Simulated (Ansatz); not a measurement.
# CH6Si (methylsilane): the energy, rung by rung

CH6Si: 8 atoms, total charge 0, spin state singlet. SMILES: `C[SiH3]`. Geometry: relaxed at PBE0-D4/def2-TZVP.

```xyz
8

C    -0.1815    0.2397   -0.9403
Si    0.1624   -0.2145    0.8415
H    -1.2405    0.1125   -1.1756
H     0.3955   -0.3914   -1.6198
H     0.0866    1.2807   -1.1339
H    -0.6250    0.6462    1.7654
H     1.6056   -0.0400    1.1599
H    -0.2031   -1.6332    1.1028
```

Quantity: the energy change with the C1–H5 bond stretched from 1.092 to 1.365 Å, in eV. The values are calculated.

| level | kind | program | value (eV) | less FCI/STO-3G | CPU time (all runs) |
| --- | --- | --- | --- | --- | --- |
| HF/STO-3G (restricted) | Hartree–Fock | Ansatz | 1.24 | +0.39 | 0.18 s |
| PBE/STO-3G (restricted) | GGA | Ansatz | 0.88 | +0.03 | 2.3 s |
| r2SCAN/STO-3G (restricted) | meta-GGA | Ansatz | 0.97 | +0.12 | 5 s |
| B3LYP/STO-3G (restricted) | global hybrid | Ansatz | 0.95 | +0.10 | 2.4 s |
| wB97M-V/STO-3G (restricted) | range-separated hybrid | Ansatz | 1.00 | +0.15 | 38 s |
| RPA@PBE/STO-3G (restricted) | RPA | Ansatz | 0.80 | -0.05 | 3.3 s |
| MP2/STO-3G (restricted) | perturbation theory | Ansatz | 0.98 | +0.13 | 0.18 s |
| CCSDT(Q)/STO-3G (restricted) | coupled cluster or CI | Ansatz | 0.85 | 0.00 | 0.57 s |
| CCSDTQ/STO-3G (restricted) | coupled cluster or CI | Ansatz | 0.85 | 0.00 | 9.1 s |
| FCI/STO-3G | exact in the basis | Ansatz | 0.85 | 0.00 | 94 s |

FCI/STO-3G is exact within its basis and frozen core, so for wave-function methods in that basis the difference is their error; functionals converge differently with the basis, so for them it is only a difference. The first shape isn't each level's own minimum. The values span 0.80 to 1.24 eV. All rows use very small basis sets, so none should be taken for the real molecule's value. CPU times are rough (shared hosts, several kinds of processor and program).
